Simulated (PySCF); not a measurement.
PySCF job for Si2, SMILES [Si]=[Si] (connectivity only; charge and spin as stated), neutral, multiplicity 3, TDA-CAM-B3LYP/def2-TZVPD. Geometry optimised at PBE0-D3(BJ)/def2-TZVPD.

```python
import numpy as np
from pyscf import gto, scf, dft, tdscf

mol = gto.M(
    atom='''
    Si    0.00000000    0.00000000   -1.12628203
    Si    0.00000000    0.00000000    1.12628203
    ''',
    basis='def2-TZVPD',
    charge=0,
    spin=2,
    max_memory=1600,
    verbose=4,
)
mf = dft.UKS(mol, xc='cam-b3lyp').density_fit(auxbasis='def2-universal-jkfit')
mf.grids.level = 3
mf.conv_tol = 1e-9
mf.max_cycle = 100
mf.kernel()
fine, coarse = mf.grids, dft.Grids(mol).set(level=1).build(with_non0tab=True)
for _ in range(3):  # follow internal instabilities
    mf.grids = coarse
    mo, _, stable, _ = mf.stability(return_status=True, nroots=4)
    mf.grids = fine
    if stable:
        break
    mf.kernel(mf.make_rdm1(mo, mf.mo_occ))
mf.grids = dft.Grids(mol).set(level=1).build(with_non0tab=True)  # coarser grid for the response kernel
td = tdscf.TDA(mf)
td.nstates = 10
td.conv_tol = 1e-4
td.positive_eig_threshold = 1e-6
td.kernel(x0=td.get_init_guess(mf, 15))
td.analyze()
```

Program output:

```
PySCF version 2.14.0

[INPUT] verbose = 4
[INPUT] num. atoms = 2
[INPUT] num. electrons = 28
[INPUT] charge = 0
[INPUT] spin (= nelec alpha-beta = 2S) = 2
[INPUT] symmetry False subgroup None
[INPUT] Mole.unit = angstrom
[INPUT] Symbol           X                Y                Z      unit          X                Y                Z       unit  Magmom
[INPUT]  1 Si     0.000000000000   0.000000000000  -1.126282030000 AA    0.000000000000   0.000000000000  -2.128364575719 Bohr   0.0
[INPUT]  2 Si     0.000000000000   0.000000000000   1.126282030000 AA    0.000000000000   0.000000000000   2.128364575719 Bohr   0.0

nuclear repulsion = 46.0447430473165
number of shells = 30
number of NR pGTOs = 138
number of NR cGTOs = 86
basis = def2-TZVPD
ecp = {}


******** <class 'pyscf.df.df_jk.DFUKS'> ********
method = DFUKS
initial guess = minao
damping factor = 0
level_shift factor = 0
DIIS = <class 'pyscf.scf.diis.CDIIS'>
diis_start_cycle = 1
diis_space = 8
diis_damp = 0
SCF conv_tol = 1e-09
SCF conv_tol_grad = None
SCF max_cycles = 100
direct_scf = False
number electrons alpha = 15  beta = 13
XC library pyscf.dft.libxc version 7.1.2
    S. Lehtola, C. Steigemann, M. J. T. Oliveira, and M. A. L. Marques,  SoftwareX 7, 1–5 (2018)
XC functionals = cam-b3lyp
    T. Yanai, D. P. Tew, and N. C. Handy,  Chem. Phys. Lett. 393, 51 (2004)
radial grids:
    Treutler-Ahlrichs [JCP 102, 346 (1995); DOI:10.1063/1.469408] (M4) radial grids

becke partition: Becke, JCP 88, 2547 (1988); DOI:10.1063/1.454033
pruning grids: <function nwchem_prune>
grids dens level: 3
symmetrized grids: False
atomic radii adjust function: <function treutler_atomic_radii_adjust>
small_rho_cutoff = 0
Set gradient conv threshold to 3.16228e-05
tot grids = 38360
******** <class 'pyscf.df.df.DF'> ********
auxbasis = def2-universal-jkfit
Create RSH-DF object <pyscf.df.df.DF object> for omega=0.33
******** <class 'pyscf.df.df.DF'> ********
auxbasis = auxmol.basis = def2-universal-jkfit
init E= -578.758447491927
[...]
tot grids = 12824
uhf_internal: lowest eigs of H = [-3.11404727e-02 -1.08408539e-05  2.10022803e-02  7.73598227e-02]
<class 'pyscf.df.df_jk.DFUKS'> wavefunction has an internal instability


******** <class 'pyscf.df.df_jk.DFUKS'> ********
method = DFUKS
initial guess = minao
damping factor = 0
level_shift factor = 0
DIIS = <class 'pyscf.scf.diis.CDIIS'>
diis_start_cycle = 1
diis_space = 8
diis_damp = 0
SCF conv_tol = 1e-09
SCF conv_tol_grad = None
SCF max_cycles = 100
direct_scf = False
number electrons alpha = 15  beta = 13
XC library pyscf.dft.libxc version 7.1.2
    S. Lehtola, C. Steigemann, M. J. T. Oliveira, and M. A. L. Marques,  SoftwareX 7, 1–5 (2018)
XC functionals = cam-b3lyp
    T. Yanai, D. P. Tew, and N. C. Handy,  Chem. Phys. Lett. 393, 51 (2004)
radial grids:
    Treutler-Ahlrichs [JCP 102, 346 (1995); DOI:10.1063/1.469408] (M4) radial grids

becke partition: Becke, JCP 88, 2547 (1988); DOI:10.1063/1.454033
pruning grids: <function nwchem_prune>
grids dens level: 3
symmetrized grids: False
atomic radii adjust function: <function treutler_atomic_radii_adjust>
small_rho_cutoff = 0
Set gradient conv threshold to 3.16228e-05
init E= -578.859649639803
  alpha nocc = 15  HOMO = -0.256407543675918  LUMO = -0.00954908174141017
  beta  nocc = 13  HOMO = -0.253524559678088  LUMO = -0.0951112514004908
  HOMO = -0.253524559678  LUMO = -0.0951112514005  gap/eV = 4.31065
cycle= 1 E= -578.864933226676  delta_E= -0.00528  |g|= 0.0209  |ddm|= 0.11
  alpha nocc = 15  HOMO = -0.258744190998197  LUMO = -0.0108652677600035
  beta  nocc = 13  HOMO = -0.254813180906089  LUMO = -0.0955203611443613
  HOMO = -0.254813180906  LUMO = -0.0955203611444  gap/eV = 4.33458
cycle= 2 E= -578.865777245605  delta_E= -0.000844  |g|= 0.0105  |ddm|= 0.0421
  alpha nocc = 15  HOMO = -0.260389161603783  LUMO = -0.0104450496741646
  beta  nocc = 13  HOMO = -0.255121033538591  LUMO = -0.0966744867859901
  HOMO = -0.255121033539  LUMO = -0.096674486786  gap/eV = 4.31155
cycle= 3 E= -578.866162932381  delta_E= -0.000386  |g|= 0.0069  |ddm|= 0.024
  alpha nocc = 15  HOMO = -0.261174538403029  LUMO = -0.00934449939956405
  beta  nocc = 13  HOMO = -0.254987922911933  LUMO = -0.0964178543685767
  HOMO = -0.254987922912  LUMO = -0.0964178543686  gap/eV = 4.31491
cycle= 4 E= -578.866675985477  delta_E= -0.000513  |g|= 0.00498  |ddm|= 0.038
  alpha nocc = 15  HOMO = -0.262386429591077  LUMO = -0.00839003665380644
  beta  nocc = 13  HOMO = -0.25606819940311  LUMO = -0.0960371750672324
  HOMO = -0.256068199403  LUMO = -0.0960371750672  gap/eV = 4.35467
cycle= 5 E= -578.867281497297  delta_E= -0.000606  |g|= 0.00433  |ddm|= 0.0504
  alpha nocc = 15  HOMO = -0.262880733955564  LUMO = -0.0071299008731745
  beta  nocc = 13  HOMO = -0.257147461246889  LUMO = -0.0953125685797749
  HOMO = -0.257147461247  LUMO = -0.0953125685798  gap/eV = 4.40375
cycle= 6 E= -578.867807301505  delta_E= -0.000526  |g|= 0.00376  |ddm|= 0.051
  alpha nocc = 15  HOMO = -0.263241466104271  LUMO = -0.00543668408309746
  beta  nocc = 13  HOMO = -0.259732706707059  LUMO = -0.0952844467957139
  HOMO = -0.259732706707  LUMO = -0.0952844467957  gap/eV = 4.47487
cycle= 7 E= -578.868420922607  delta_E= -0.000614  |g|= 0.00326  |ddm|= 0.0764
  alpha nocc = 15  HOMO = -0.263800102237548  LUMO = -0.00568052363033053
  beta  nocc = 13  HOMO = -0.257689113228521  LUMO = -0.095386599826125
  HOMO = -0.257689113229  LUMO = -0.0953865998261  gap/eV = 4.41648
cycle= 8 E= -578.868486813044  delta_E= -6.59e-05  |g|= 0.00265  |ddm|= 0.00923
  alpha nocc = 15  HOMO = -0.262923831553262  LUMO = -0.00469778282100081
  beta  nocc = 13  HOMO = -0.2677998721159  LUMO = -0.0956634664738072
  HOMO = -0.262923831553  LUMO = -0.0956634664738  gap/eV = 4.55139
cycle= 9 E= -578.86894427548  delta_E= -0.000457  |g|= 0.00578  |ddm|= 0.129
  alpha nocc = 15  HOMO = -0.263248111631073  LUMO = -0.00464198505251147
  beta  nocc = 13  HOMO = -0.265382300961267  LUMO = -0.0955107787176032
  HOMO = -0.263248111631  LUMO = -0.0955107787176  gap/eV = 4.56437
cycle= 10 E= -578.868953972793  delta_E= -9.7e-06  |g|= 0.00464  |ddm|= 0.00625
  alpha nocc = 15  HOMO = -0.263984860663154  LUMO = -0.0047178046143609
  beta  nocc = 13  HOMO = -0.262902305632027  LUMO = -0.0955727426404555
  HOMO = -0.262902305632  LUMO = -0.0955727426405  gap/eV = 4.55327
cycle= 11 E= -578.868997116338  delta_E= -4.31e-05  |g|= 0.00325  |ddm|= 0.0193
  alpha nocc = 15  HOMO = -0.264935461759329  LUMO = -0.00480968160047495
  beta  nocc = 13  HOMO = -0.259005142118433  LUMO = -0.0956108459052793
  HOMO = -0.259005142118  LUMO = -0.0956108459053  gap/eV = 4.44619
cycle= 12 E= -578.869024537497  delta_E= -2.74e-05  |g|= 0.00122  |ddm|= 0.0209
  alpha nocc = 15  HOMO = -0.265104174673173  LUMO = -0.00480331094516476
  beta  nocc = 13  HOMO = -0.25807979062051  LUMO = -0.0955756015362062
  HOMO = -0.258079790621  LUMO = -0.0955756015362  gap/eV = 4.42196
cycle= 13 E= -578.869026805364  delta_E= -2.27e-06  |g|= 0.00074  |ddm|= 0.00401
  alpha nocc = 15  HOMO = -0.265380951076901  LUMO = -0.00481698853023067
  beta  nocc = 13  HOMO = -0.256776632115059  LUMO = -0.0955616836419191
  HOMO = -0.256776632115  LUMO = -0.0955616836419  gap/eV = 4.38688
cycle= 14 E= -578.869027896647  delta_E= -1.09e-06  |g|= 7.58e-05  |ddm|= 0.00303
  alpha nocc = 15  HOMO = -0.265388265286509  LUMO = -0.00481923311538225
  beta  nocc = 13  HOMO = -0.256769368951632  LUMO = -0.095564134475611
  HOMO = -0.256769368952  LUMO = -0.0955641344756  gap/eV = 4.38662
cycle= 15 E= -578.86902794542  delta_E= -4.88e-08  |g|= 6.03e-05  |ddm|= 0.00161
  alpha nocc = 15  HOMO = -0.265403868363226  LUMO = -0.00481854386010981
  beta  nocc = 13  HOMO = -0.256684398871892  LUMO = -0.0955610454838457
  HOMO = -0.256684398872  LUMO = -0.0955610454838  gap/eV = 4.38439
cycle= 16 E= -578.869027950789  delta_E= -5.37e-09  |g|= 1.66e-05  |ddm|= 0.000167
  alpha nocc = 15  HOMO = -0.265409692950056  LUMO = -0.00481864154438929
  beta  nocc = 13  HOMO = -0.256653775192982  LUMO = -0.0955620189291092
  HOMO = -0.256653775193  LUMO = -0.0955620189291  gap/eV = 4.38353
cycle= 17 E= -578.869027951166  delta_E= -3.77e-10  |g|= 2.1e-06  |ddm|= 4.58e-05
  alpha nocc = 15  HOMO = -0.265409400754052  LUMO = -0.00481837846395948
  beta  nocc = 13  HOMO = -0.256655759492727  LUMO = -0.0955601918369166
  HOMO = -0.256655759493  LUMO = -0.0955601918369  gap/eV = 4.38363
Extra cycle  E= -578.869027951178  delta_E= -1.14e-11  |g|= 1.11e-06  |ddm|= 4.79e-06
converged SCF energy = -578.869027951178  <S^2> = 2.0050968  2S+1 = 3.0033959
uhf_internal: lowest eigs of H = [0.01771355 0.01772374 0.09987166 0.10000028]
<class 'pyscf.df.df_jk.DFUKS'> wavefunction is stable in the internal stability analysis
tot grids = 12824
Overwritten attributes  positive_eig_threshold  of <class 'pyscf.tdscf.uks.TDA'>


******** <class 'pyscf.tdscf.uks.TDA'> for <class 'pyscf.df.df_jk.DFUKS'> ********
nstates = 10
deg_eia_thresh = 1.000e-03
wfnsym = None
conv_tol = 0.0001
eigh lindep = 1e-12
eigh level_shift = 0
eigh max_cycle = 100


Excitation energies (eV)
[0.35058144 0.35058268 1.96339367 1.96339395 2.44996953 2.44996984
 2.55035861 3.22199805 3.22199891 3.83370234]

** Excitation energies and oscillator strengths **
Excited State   1:      0.35058 eV   3536.53 nm  f=0.0010
      13b ->   14b     -0.99048
Excited State   2:      0.35058 eV   3536.52 nm  f=0.0010
      13b ->   15b      0.99048
Excited State   3:      1.96339 eV    631.48 nm  f=0.0000
      15a ->   16a      0.89767
      12b ->   15b      0.18465
      13b ->   17b      0.37539
Excited State   4:      1.96339 eV    631.48 nm  f=0.0000
      15a ->   17a     -0.89767
      12b ->   14b      0.18465
      13b ->   16b     -0.37539
Excited State   5:      2.44997 eV    506.06 nm  f=0.0000
      13a ->   16a     -0.29662
      13a ->   17a      0.63706
      14a ->   16a     -0.63706
      14a ->   17a     -0.29662
Excited State   6:      2.44997 eV    506.06 nm  f=0.0000
      13a ->   16a     -0.63706
      13a ->   17a     -0.29661
      14a ->   16a      0.29662
      14a ->   17a     -0.63706
Excited State   7:      2.55036 eV    486.14 nm  f=0.0000
      13a ->   17a     -0.70385
      14a ->   16a     -0.70385
Excited State   8:      3.22200 eV    384.81 nm  f=0.0000
      15a ->   17a     -0.40905
      12b ->   14b     -0.17857
      13b ->   16b      0.87877
      13b ->   26b      0.10676
Excited State   9:      3.22200 eV    384.81 nm  f=0.0000
      15a ->   16a     -0.40905
      12b ->   15b      0.17857
      13b ->   17b      0.87877
      13b ->   27b     -0.10676
Excited State  10:      3.83370 eV    323.41 nm  f=0.1427
      13a ->   16a      0.64000
      14a ->   17a     -0.64000
      15a ->   19a      0.21123
      15a ->   23a      0.19565
      13b ->   19b      0.17267
      13b ->   23b      0.17947

** Transition electric dipole moments (AU) **
state          X           Y           Z        Dip. S.      Osc.
  1        -0.3309      0.0736     -0.0000      0.1149      0.0010
  2         0.0736      0.3309      0.0000      0.1149      0.0010
  3         0.0000      0.0000     -0.0000      0.0000      0.0000
  4        -0.0000      0.0000      0.0000      0.0000      0.0000
  5         0.0000     -0.0000     -0.0000      0.0000      0.0000
  6         0.0000      0.0000     -0.0000      0.0000      0.0000
  7         0.0000      0.0000     -0.0000      0.0000      0.0000
  8        -0.0000      0.0000     -0.0000      0.0000      0.0000
  9         0.0000      0.0000     -0.0000      0.0000      0.0000
 10         0.0000     -0.0000      1.2327      1.5195      0.1427

** Transition velocity dipole moments (imaginary part, AU) **
state          X           Y           Z        Dip. S.      Osc.
  1         0.0148     -0.0033      0.0000      0.0002      0.0119
  2        -0.0033     -0.0148      0.0000      0.0002      0.0119
  3         0.0000      0.0000      0.0000      0.0000      0.0000
  4        -0.0000      0.0000     -0.0000      0.0000      0.0000
  5        -0.0000     -0.0000      0.0000      0.0000      0.0000
  6         0.0000     -0.0000      0.0000      0.0000      0.0000
  7         0.0000      0.0000      0.0000      0.0000      0.0000
  8         0.0000     -0.0000      0.0000      0.0000      0.0000
  9         0.0000      0.0000      0.0000      0.0000      0.0000
 10         0.0000     -0.0000     -0.0237      0.0006      0.0027

** Transition magnetic dipole moments (imaginary part, AU) **
state          X           Y           Z
  1        -0.0000      0.0000      0.0000
  2         0.0000     -0.0000     -0.0000
  3         0.4177     -0.0972      0.0000
  4        -0.0972     -0.4177      0.0000
  5         0.0000      0.0000      0.0000
  6        -0.0000      0.0000     -0.0000
  7        -0.0000      0.0000      0.0000
  8        -0.3669     -1.6420     -0.0000
  9        -1.6420      0.3669      0.0000
 10        -0.0000     -0.0001     -0.0000
```

Self-consistency was reached.
